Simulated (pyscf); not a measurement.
PySCF, gas phase, ωB97X-D3(BJ)/def2-SVP geometries. MP2 and CC: frozen core, UHF for open shells. ΔMP2 is the change of the MP2 total energy from the triple- to the quadruple-zeta basis.

Problem. How much does it cost (ΔH, 298 K, CCSD(T)/def2-TZVPP + ΔMP2(QZVPP)) to split O=GeH–Cl at its Cl–Ge bond into [O=GeH]• + Cl•?

Solution. Cl–Ge to [O=GeH]• + Cl•: 369.6 kJ/mol. The radicals are drawn with the spin at the cut bond; how far it spreads was not checked. O=GeH–Cl lies 195.6 kJ/mol over its isomer HO–Ge:–Cl [singlet], and others may lie lower still (electronic energy, ωB97M-D3(BJ)). The CCSD(T) − MP2 part came from Ansatz, without density fitting, on the same reference. An open-shell T1 diagnostic exceeds 0.045. The frozen core leaves the outer d or s,p core shells of the metals and heavy elements correlated in the MP2 and CC values, and def2-TZVPP describes them poorly, which can shift differences by a few kcal/mol. Left out: the spin-orbit lowering of Cl. Elements up to Kr have no core potential and no relativistic terms here.
